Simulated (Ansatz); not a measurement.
## Changing the shape of SiO, singlet

Computed with Ansatz's Gaussian-basis code (development build). Basis cc-pVDZ, nonrelativistic, 6 orbitals frozen in the corrections; active space CAS(10,8). Restricted Hartree–Fock, then the lowest state-specific CASSCF solution met for each case. Single-reference values can break down or jump between states where bonds are stretched. Solutions in different active orbitals can move differences by tenths of an eV and at times more than 1 eV.

Case A: bond length 1.5233 Å.

Case B: bond length 1.6452 Å.

Case C: bond length 1.4015 Å.

Energy less that of case A, in eV:

```json
{"case": "B", "RHF/ROHF": "+0.517", "CASSCF": "+0.179"}
{"case": "C", "RHF/ROHF": "+0.435", "CASSCF": "+0.756"}
```

(1) What does SC-NEVPT2 give for these differences?

(2) Which case is lowest, and do the methods agree?

Answers

(1) B: +0.122 eV (2.8 kcal/mol); C: +0.793 eV (18.3 kcal/mol).

(2) A is lowest in SC-NEVPT2. Of the methods shown, RHF/ROHF, CASSCF agree.
